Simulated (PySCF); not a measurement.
**Adiabatic ionisation energy: calculation against experiment**

Level of theory: PBE0-D3(BJ)/ma-def2-TZVP single points in PySCF, grid level 2; every species was optimised with PBE0-D3(BJ)/ma-def2-SVP. Zero-point energies come from unscaled PBE0-D3(BJ)/ma-def2-SVP harmonic frequencies.

```csv
molecule,computed / eV,measured / eV,difference
C/C=C/C (C4H8),8.71,9.10,-0.39
"methylenimine, C=N (CH3N)",9.70,9.93,-0.23
"hydroperoxo, [O]O (HO2•, doublet)",11.17,11.35,-0.18
"sulfur dioxide, O=S=O (O2S)",12.21,12.35,-0.14
"nitrosyl fluoride, O=NF (FNO)",12.54,12.65,-0.11
"chlorine fluoride, FCl (ClF)",12.51,12.66,-0.15
```

Measured values: NIST Chemistry WebBook, evaluated or the median of agreeing entries. Mean signed difference -0.20 eV, mean absolute 0.20 eV, over these rows.

Q: What do calculation and experiment give for sulfur dimer, `[S][S]` (S2, triplet)?

A: Computed 9.59 eV, measured 9.36 eV.
